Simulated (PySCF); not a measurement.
3-chlorothiophene, C₄H₃ClS.
Structure used (PBE0-D3(BJ)/def2-SVP), in Å, numbered top down from 1:
```xyz
9
C4H3ClS angstrom
Cl    -2.1942   -1.4284    0.1809
C     -0.8339   -0.3789    0.0587
C      0.5088   -0.8549    0.0227
C      1.4027    0.1759   -0.0746
S      0.6213    1.7039   -0.1227
C     -0.9332    0.9865   -0.0106
H      0.7781   -1.9098    0.0674
H      2.4893    0.1163   -0.1209
H     -1.8388    1.5894   -0.0009
```

Computed at PBE0/pcSseg-1 (PySCF, non-relativistic), with Q(35Cl) = −0.0817 b, Q(33S) = −0.0678 b: Cl1, 35Cl (I = 3/2): χzz = -77.35 MHz, η = 0.054; S5, 33S (I = 3/2): χzz = -29.51 MHz, η = 0.562.

(1) Find the zero-field quadrupole resonance frequencies of 35Cl at Cl1.

(2) Find the zero-field quadrupole resonance frequencies of 33S at S5.

(3) Apply the simplest Townes–Dailey estimate (no s hybridisation, no π bonding), ionic character = 1 − χzz/χ0, where χ0 is the coupling for one missing p electron along the bond: −109.74 MHz for 35Cl.

Answers

(1) From ν = (|χ|/2)√(1 + η²/3): ν = 38.69 MHz (aryl chlorine). For 37Cl the ratio of quadrupole moments, 0.7881, gives 30.49 MHz.

(2) From ν = (|χ|/2)√(1 + η²/3): ν = 15.51 MHz (thiophene-type sulfur).

(3) Cl1 on C2: 1 − (-77.35)/(-109.74) = 0.30. In this model a purely covalent bond gives χ0 and a free halide ion gives zero; s hybridisation or π bonding, where present, is counted here as ionic character.

In a crystal, neighbours and librations shift these lines. Isolated species at its PBE0-D3(BJ)/def2-SVP geometry, gas phase. These gradients aren't converged with respect to the basis.
